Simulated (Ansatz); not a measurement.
Input file for Ansatz (a quantum-chemistry and plane-wave program): U-HF/def2-TZVPP on C2H (SMILES [C]#C), 2S+1 = 2, atoms moved off the minimum.

Ansatz 0.2 input:
```yaml
crystal:
  periodic: [false, false, false]
  atoms:
    - {symbol: C, position_ang: [-0.02339946, 0.03154677, -0.70700095]}
    - {symbol: C, position_ang: [-0.01611819, -0.00896285, 0.44715780]}
    - {symbol: H, position_ang: [0.03676468, 0.00966347, 1.54636245]}
basis:
  gaussian:
    orbitals: def2-TZVPP
hamiltonian:
  xc: {name: HF}
magnetization: {spin_polarized: true, initial_magnetization: 1}
output: {forces: true}
```

Task: Give the final energy of this run.

Result: -76.1742 hartree. Its determinant has ⟨S²⟩ = 0.98, a mixture of spin states.
